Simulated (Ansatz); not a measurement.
# Which is lower?

Two relaxed structures of CH$_{4}$BSi, doublet (PBE0-D4/def2-TZVP; forces vanish, vibrations not checked).

A:

B1  (0.724, 0.070, 0.397)
C2  (0.268, 0.219, -0.955)
Si3  (-1.303, 0.249, -0.134)
H4  (-2.125, -1.008, 0.042)
H5  (0.698, 0.323, -1.935)
H6  (-0.344, 0.022, 1.216)
H7  (1.673, -0.031, 1.105)
(Å)

B:

```
7
angstrom
B -0.9914 -0.2501 -0.3507
C 0.0631 0.4419 -1.1427
Si 0.4781 0.1652 0.8209
H -1.7589 -1.1375 -0.5303
H 0.4101 0.0746 -2.1079
H 0.2959 1.5015 -1.0083
H 1.4689 -0.8842 1.2377
```

Program: Ansatz 0.2.0. Basis: def2-TZVPP. Cores are frozen in the correlated methods; orbitals are unrestricted. B3LYP uses VWN-RPA correlation.

Which structure is lower at CCSD(T), and by how much? (An estimate is asked for; the value comes from the calculation.)

Computed: A, by 0.461 eV (electronic energy, against the other). By their contacts, A is CH₄BSi ([H]1[BH]2[CH][SiH]12) and B is CH₄BSi ([BH]1[CH2][SiH]1).

All methods give the same order:

```tsv
method	E(B) − E(A) (eV)
PBE-D4	0.448
r2SCAN-D4	0.490
PBE0-D4	0.459
B3LYP-D4	0.469
wB97M-V	0.519
HF	0.408
MP2	0.533
CCSD	0.448
CCSD(T)	0.461
```

The T1 diagnostic stays at or below 0.023. ⟨S²⟩ of the unrestricted Hartree–Fock references: 0.77 to 0.78 (a pure state has 0.75).

Labels in which every atom is bracketed show which atoms are joined, not bond orders.

For scale, one of the runs: CCSD(T)/def2-TZVPP, 160 basis functions, launched by `ansatz run in.yaml --threads 2 --pin off --events-out ev --progress --plain --max-ram 4352MiB`. Hardware: 2 CPU threads of an Arm Neoverse V1, shared host. Wall time 73 s; peak host memory 2.6 GiB.
